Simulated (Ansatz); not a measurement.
The same path of C4H7NS (13 atoms, charge 0, multiplicity 1) was run twice with different band settings. The coordinate that changes most is the dihedral C1–C2–S4–C5.

Theory: Ansatz, RKS BLYP-D4/cc-pVDZ.

Relaxed end points:

```xyz
13
Properties=species:S:1:pos:R:3
C -1.619 -1.338 -0.066
C -0.485 -0.683 0.257
C 0.890 -1.308 0.305
S -0.611 1.052 0.797
C 0.399 1.895 -0.459
N 0.755 3.124 -0.466
H -2.594 -0.835 -0.086
H -1.589 -2.412 -0.307
H 1.304 -1.266 1.334
H 0.857 -2.364 -0.028
H 1.606 -0.761 -0.344
H 0.686 1.236 -1.304
H 0.421 3.624 0.382
```

```xyz
13
Properties=species:S:1:pos:R:3
C -1.234 -0.896 -0.332
C 0.094 -0.720 -0.162
C 1.042 -1.784 0.344
S 0.909 0.859 -0.537
C -0.281 2.074 0.109
N -0.264 3.339 -0.072
H -1.885 -0.117 -0.750
H -1.701 -1.851 -0.049
H 1.501 -1.483 1.309
H 0.513 -2.748 0.480
H 1.877 -1.946 -0.370
H -1.060 1.608 0.746
H 0.510 3.631 -0.700
```

Common settings: spring 5.0 eV/Å²; optimiser quadratic models (default); start path through a guess of the saddle point; force threshold 0.05 eV/Å; iteration limit 60; end points relaxed.

| run | movable images | climbing image |
| --- | --- | --- |
| 1 | 9 | yes |
| 2 | 4 | no |

Task: What does each run give, and how far can it be trusted?

Result: Run 1: converged after 10 iterations, highest image 0.044 eV above the first end. Beside the main top the profile has a ripple of under 15 meV (maxima at images 2, 7), which may be a very shallow well or noise. A structure lower than the first end lies on the path between it and the top, so the climb from that side starts below the end, which may itself be a saddle point or a shallow side well. A vibrational analysis at the climbing image gives one clearly imaginary mode, 112i cm⁻¹: a first-order saddle point.
Run 2: converged after 11 iterations, highest image 0.033 eV above the first end. Beside the main top the profile has a ripple of under 15 meV (maxima at images 1, 4), which may be a very shallow well or noise. A structure lower than the first end lies on the path between it and the top, so the climb from that side starts below the end, which may itself be a saddle point or a shallow side well. No image climbed, so the highest image needn't sit at the top of the path.
